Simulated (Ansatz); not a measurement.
Input for Ansatz (development build ahead of 0.2.0):

```yaml
crystal:
  periodic: [false, false, false]
  atoms:
    - { symbol: C, position_ang: [-0.03401, -0.02037, -1.05211] }
    - { symbol: S, position_ang: [-0.03539, 0.00714, 0.55012] }
    - { symbol: H, position_ang: [-0.03202, -0.95705, -1.63975] }
    - { symbol: H, position_ang: [-0.00635, 0.88012, -1.61309] }
basis:
  gaussian: { orbitals: def2-TZVP }
hamiltonian:
  xc: pbe0
output:
  forces: true
```

The input is written out in the form of the current development build from the run's settings.

The run gave:

```yaml
Converged: yes
Total_energy: -437.29662 hartree
Spin_squared_of_the_determinant: 0.000
Stability_test: minimum among restricted orbitals
```

Forces (eV/Å):
| atom | Fx | Fy | Fz |
| --- | --- | --- | --- |
| C1 | 0.095 | -1.150 | 0.428 |
| S2 | -0.033 | -0.094 | -0.115 |
| H3 | -0.044 | 0.390 | 0.312 |
| H4 | -0.018 | 0.854 | -0.625 |
